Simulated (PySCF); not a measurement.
What builds the first ionisation energy along group 15

All values are computed (PySCF 2.14, energy differences of UHF-based or UKS calculations, no spin-orbit coupling). Each column adds one step, in eV (sums use unrounded values): valence MP2, valence CCSD, valence triples, then the next inner shell at CCSD(T) (N 1s, P 2s 2p, As 3s 3p 3d, Sb 4s 4p 4d, Bi 5s 5p 5d). References (NIST) marked * lie between the lowest fine-structure levels; the others compare directly ((s) semi-empirical, (t) theoretical).

```json
{"element": "N [He] 2s2 2p3 → [He] 2s2 2p2 (x2c-TZVPPall with one added diffuse shell each of s, p, d type, spin-free X2C)", "UHF": "13.891", "+ MP2": "0.675", "+ CCSD": "-0.137", "+ (T)": "0.022", "+ inner shell": "0.013", "sum": "14.464", "reference": "14.545"}
{"element": "P [Ne] 3s2 3p3 → [Ne] 3s2 3p2 (x2c-TZVPPall with one added diffuse shell each of s, p, d type, spin-free X2C)", "UHF": "9.896", "+ MP2": "0.574", "+ CCSD": "-0.064", "+ (T)": "0.043", "+ inner shell": "-0.005", "sum": "10.445", "reference": "10.526"}
{"element": "As [Ar] 3d10 4s2 4p3 → [Ar] 3d10 4s2 4p2 (x2c-TZVPPall with one added diffuse shell each of s, p, d type, spin-free X2C)", "UHF": "9.417", "+ MP2": "0.474", "+ CCSD": "-0.030", "+ (T)": "0.032", "+ inner shell": "0.043", "sum": "9.935", "reference": "10.008"}
{"element": "Sb [Kr] 4d10 5s2 5p3 → [Kr] 4d10 5s2 5p2 (x2c-TZVPPall with one added diffuse shell each of s, p, d, f type, spin-free X2C)", "UHF": "8.598", "+ MP2": "0.404", "+ CCSD": "-0.014", "+ (T)": "0.030", "+ inner shell": "0.056", "sum": "9.075", "reference": "9.124"}
{"element": "Bi [Xe] 4f14 5d10 6s2 6p3 → [Xe] 4f14 5d10 6s2 6p2 (x2c-TZVPPall with one added diffuse shell each of s, p, d, f type, spin-free X2C)", "UHF": "8.245", "+ MP2": "0.345", "+ CCSD": "0.011", "+ (T)": "0.023", "+ inner shell": "0.054", "sum": "8.678", "reference": "7.286 *"}
```

What remains against the references is mostly basis incompleteness and, for starred values, spin-orbit coupling.

These are valence bases, so the inner-shell step is incomplete.
